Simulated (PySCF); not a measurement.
## How methods differ on the ionisation energy of He

He 1s2 (1S) → He+ 1s1 (2S), as a difference of total energies. Computed with PySCF 2.14 in x2c-TZVPPall, with the spin-free X2C one-electron Hamiltonian (Gaussian nucleus). Correlated levels: valence: nothing frozen. The calculations carry no spin-orbit coupling.

| method | ionisation energy (eV) |
| --- | --- |
| UHF | 23.449 |
| MP2 (valence) | 24.353 |
| SCS-MP2 (valence) | 24.533 |
| CCSD (valence) | 24.512 |

Question: How much does correlation contribute at MP2 (valence)?

Answer: 24.353 − (23.449) = 0.904 eV, measured against UHF.

Errors of the correlated levels include the incompleteness of this basis.

With two correlated electrons CCSD is exact in that space.

For comparison: 24.587 eV (measured; NIST Atomic Spectra Database, ionization energies).
